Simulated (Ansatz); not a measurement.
in.yaml

```yaml
crystal:
  periodic: [false, false, false]
  atoms:
    - {symbol: Ge, position_ang: [0.000000, -0.022865, 1.190258]}
    - {symbol: Ge, position_ang: [0.000000, 0.040906, -1.232137]}
    - {symbol: H, position_ang: [1.255509, -0.742092, 1.716378]}
    - {symbol: H, position_ang: [0.000000, 1.432623, 1.676692]}
    - {symbol: H, position_ang: [-1.255509, -0.742092, 1.716378]}
    - {symbol: H, position_ang: [0.000000, -1.248594, -2.091358]}
basis:
  gaussian: {orbitals: STO-3G}
magnetization: {spin_polarized: false, initial_magnetization: 2}
correlation: {method: fic_mrcisd_q, electrons: valence, active_space: {window: {electrons: 4, orbitals: 4}, states: [{multiplicity: 3, weights: [0]}]}}
accuracy: high
scf: {lower_state_search: off}
```

```sh
$ ansatz run in.yaml --threads 1 --pin off --events-out ev --progress --plain --max-ram 2393MiB
```

Q: One thing in this input was set wrong on purpose, beside settings that are merely unusual. What is the gravest fault, and what does the program do?

A: Impossible set of states or weights. How the run ends: refused.
```
Error: set 0 asks for 1 states and needs as many positive weights; it has [0.0]
```
